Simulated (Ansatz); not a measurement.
Zinc-blende GaSb was calculated with PBE (Ansatz, a quantum-chemistry and plane-wave program, PAW).

The same calculation (at the measured cell, 28.315 Å³/atom) with different numerical settings:

```
run    k mesh  gap on the mesh (eV)  total energy (eV/atom)      rough time
---  --------  --------------------  ----------------------  --------------
1       4×4×4                 0.105              -5133.8082  under 3 core-s
2       6×6×6                 0.110              -5133.8912  under 3 core-s
3       8×8×8                 0.112              -5133.9035        3 core-s
4    12×12×12                 0.113              -5133.9069        7 core-s
5    16×16×16                 0.113              -5133.9072       10 core-s
6    20×20×20                 0.113              -5133.9073       20 core-s
```

In the column total energy (eV/atom) the first row differs from the last by +0.0991 and the next to last by +0.0001.

The last row is no converged limit: other settings stay fixed.

Spin–orbit coupling is not included.
